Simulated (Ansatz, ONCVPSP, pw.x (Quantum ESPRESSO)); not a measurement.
pw.x on fcc Al: one setting changed

Potential: optimised norm-conserving Vanderbilt (ONCV), ONCVPSP 4.0.1.1 (patched build), PBEsol; core [Ne], reference 3s2 3p1; waves: 3s: rc 1.90 bohr, ncon 5, nbas 9, qcut 3.5 1/bohr, local; 3p: rc 2.20 bohr, ncon 4, nbas 9, qcut 3.9 1/bohr, 1 projector; d scattering state at 0.03 Ha: rc 1.95 bohr, ncon 5, nbas 9, qcut 4.7 1/bohr, 2 projectors, debl 3 Ha; local part: the s channel; core correction: none.

The reference run (k-mesh 14³, cutoffs 35/140 Ry, Fermi–Dirac 0.01 Ry, mixing_beta 0.4, conv_thr 1e-9, no spin) gives -0.29 GPa at 16.207 Å³/atom, where all-electron LAPW gives -0.16 GPa. This run, with its own iteration cap, changes k-mesh points per axis to 2.

```
&control
  calculation='scf', prefix='x', pseudo_dir='./', outdir='./tmp', tstress=.true., disk_io='none'
/
&system
  ibrav=0, nat=1, ntyp=1, ecutwfc=35, ecutrho=140, nbnd=8,
  occupations='smearing', smearing='fd', degauss=0.01
/
&electrons
  conv_thr=1e-09, mixing_beta=0.4, electron_maxstep=50
/
ATOMIC_SPECIES
Al 1.0 Al.UPF
CELL_PARAMETERS angstrom
  0.00000000 2.00858807 2.00858807
  2.00858807 0.00000000 2.00858807
  2.00858807 2.00858807 0.00000000
ATOMIC_POSITIONS crystal
Al 0.0000 0.0000 0.0000
K_POINTS automatic
2 2 2 0 0 0
```

```bash
pw.x < Al.scf.in > Al.scf.out
```

Problem. How does the run end?

Solution. It converges in 6 iterations; the free energy moves by -677.3 meV/atom and the pressure by -5.00 GPa.

```
Message from routine setup:
     using ibrav=0 with symmetry is DISCOURAGED, use correct ibrav instead
     lattice parameter (alat)  =       5.3679  a.u.
     unit-cell volume          =     109.3703 (a.u.)^3
     number of electrons       =         3.00
     number of Kohn-Sham states=            8
     kinetic-energy cutoff     =      35.0000  Ry
     charge density cutoff     =     140.0000  Ry
     scf convergence threshold =      1.0E-09
     Exchange-correlation= PBESOL
     number of k points=     3  Fermi-Dirac smearing, width (Ry)=  0.0100
     iteration #  1     ecut=    35.00 Ry     beta= 0.40
     total energy              =      -4.21548955 Ry
     estimated scf accuracy    <       0.00824257 Ry
     iteration #  2     ecut=    35.00 Ry     beta= 0.40
     total energy              =      -4.21525914 Ry
     estimated scf accuracy    <       0.00285941 Ry
     iteration #  3     ecut=    35.00 Ry     beta= 0.40
     total energy              =      -4.21528536 Ry
     estimated scf accuracy    <       0.00000047 Ry
     iteration #  4     ecut=    35.00 Ry     beta= 0.40
     total energy              =      -4.21528598 Ry
     estimated scf accuracy    <       0.00000007 Ry
     iteration #  5     ecut=    35.00 Ry     beta= 0.40
     total energy              =      -4.21528599 Ry
     estimated scf accuracy    <          1.6E-09 Ry
     iteration #  6     ecut=    35.00 Ry     beta= 0.40
     the Fermi energy is     5.7847 ev
!    total energy              =      -4.21528599 Ry
     estimated scf accuracy    <          5.2E-10 Ry
     smearing contrib. (-TS)   =      -0.00065480 Ry
     The total energy is F=E-TS. E is the sum of the following terms:
     one-electron contribution =       2.82411911 Ry
     hartree contribution      =       0.01295509 Ry
     xc contribution           =      -1.61608591 Ry
     ewald contribution        =      -5.43561948 Ry
     convergence has been achieved in   6 iterations
          total   stress  (Ry/bohr**3)                   (kbar)     P=      -52.93
     Message from routine punch:
     Nothing written, as per user request (disk_io='none')
```

The run took about 0.8 s on one core of a shared host (AMD EPYC 9R45 96-Core Processor, 96 threads, 376 GiB, load 18).
